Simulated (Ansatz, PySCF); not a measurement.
**Rock-salt MgS: smallest direct gap on the k points sampled by level of theory**

No measured value is used here.

```
level (code)                   value (eV)  cell (Å³/atom)
-----------------------------  ----------  --------------
PBE (Ansatz)                         3.72           17.61
PBE-D4 (Ansatz)                      3.87           17.29
B3LYP (VWN-RPA form) (Ansatz)        5.31           17.61
Hartree–Fock (Ansatz)               11.74           17.61
G0W0@PBE (PySCF)                        …           17.61
```

Problem. What belongs in the gaps?

Solution. 
- G0W0@PBE (PySCF), value (eV): 5.28 ± 0.04

At these levels the smallest gap is indirect and lower: PBE 2.79, PBE-D4 2.83, B3LYP (VWN-RPA form) 4.22, Hartree–Fock 10.33, G0W0@PBE 4.50 eV. Computed values are for a static lattice.  A ± on a computed value is a rough bar: the spread of its extrapolation, a floor set from checks against published values, or a statistical error. Values are at the measured cell; PBE-D4 at the level's own relaxed cell. Cutoffs and k meshes differ between the levels. Ansatz's density-functional and Hartree–Fock values are scalar-relativistic unless marked +SOC, with PAW data made under PBE.

Ansatz is a first-principles code.
